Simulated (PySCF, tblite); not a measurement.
Breaking a bond: SMILES OC=O (CH₂O₂). The O1–H5 bond (O1 also carries C; H5 carries nothing else) is pulled apart rigidly from the PBE0/def2-TZVP optimised geometry.

Computed with: UHF/6-31G (PySCF); GFN2-xTB, 300 K electronic temperature (tblite); NEVPT2 = PySCF 2.14.0 with SC-NEVPT2 on CASSCF(2,2)/6-31G, all electrons correlated.

Energies are in mEh, each relative to the lowest point of its own curve near equilibrium.

```csv
R / Å,UHF,GFN2-xTB,NEVPT2
0.77,57.4,56.7,70.3
0.82,27.2,27.4,36.9
0.88,7.6,8.4,13.5
0.92,1.6,2.4,5.1
0.94,0.3,0.9,2.6
0.97,0.0,0.0,0.5
1.00,1.3,0.5,0.0
1.02,3.0,1.4,0.5
1.06,7.7,4.5,2.9
1.11,15.8,10.0,8.1
1.20,34.2,22.6,21.4
1.31,59.9,40.5,41.0
1.44,90.4,62.6,65.3
1.60,111.9,88.8,93.3
1.75,121.1,110.9,115.8
1.95,126.2,135.8,138.5
2.14,127.9,154.7,152.5
2.37,128.6,172.0,161.8
2.64,128.8,186.1,166.8
2.88,128.9,194.5,168.6
3.38,128.9,203.3,169.9
```

At the longest distance, 3.38 Å, GFN2-xTB lies highest above its minimum (203.3 mEh) and UHF lowest (128.9 mEh).

The unrestricted determinant behind UHF is spin-contaminated at 1.44 to 3.38 Å (<S²> up to 1.0, against 0.00 for a pure singlet).
